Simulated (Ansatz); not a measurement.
C₃H₇S (`CC(C)[S]`) radical. Total charge 0; spin multiplicity 2.

Cartesian coordinates in Å:
```
C 0.775 0.827 -0.630
C -0.442 0.327 0.134
C -0.390 -1.170 0.399
S -0.752 1.278 1.629
H 0.696 1.892 -0.846
H 1.686 0.666 -0.047
H 0.882 0.283 -1.573
H -1.343 0.548 -0.459
H -0.286 -1.719 -0.541
H 0.468 -1.419 1.028
H -1.292 -1.513 0.907
```

Problem. What are the harmonic wavenumbers in cm⁻¹ at PBE0-D4/def2-TZVP (Ansatz, finite differences of forces, unscaled)? (Best estimate.)

Solution. Computed: 212, 246, 275, 335, 393, 637, 901, 909, 943, 1006, 1115, 1184, 1238, 1245, 1388, 1410, 1472, 1478, 1489, 1495, 2991, 3043, 3048, 3113, 3119, 3144, 3146.

Problem. Is this a minimum?

Solution. Yes, all 27 modes are real.

Problem. Give the ideal-gas thermochemistry at 298.15 K and 1 bar (rigid rotor, harmonic oscillator; point group Cs, symmetry number 1).

Solution. Zero-point energy 245.1 kJ/mol; H(298) − E = 261.9 kJ/mol; entropy 311.1 J/(mol·K), of which translation 162.7, rotation 106.2, vibration 36.4, electronic 5.8; G(298) − E = 169.1 kJ/mol.

Problem. And at 400, 500, 600, 800 and 1000 K?

Solution. 
```json
{"T (K)": "400", "H − E (kJ/mol)": "271.7", "S (J/mol/K)": "339.2", "G − E (kJ/mol)": "136.0"}
{"T (K)": "500", "H − E (kJ/mol)": "283.3", "S (J/mol/K)": "365.1", "G − E (kJ/mol)": "100.7"}
{"T (K)": "600", "H − E (kJ/mol)": "296.6", "S (J/mol/K)": "389.4", "G − E (kJ/mol)": "63.0"}
{"T (K)": "800", "H − E (kJ/mol)": "327.5", "S (J/mol/K)": "433.7", "G − E (kJ/mol)": "-19.4"}
{"T (K)": "1000", "H − E (kJ/mol)": "362.9", "S (J/mol/K)": "473.0", "G − E (kJ/mol)": "-110.1"}
```

Problem. Rotational constants (cm⁻¹)?

Solution. 0.2727, 0.154, 0.1074.
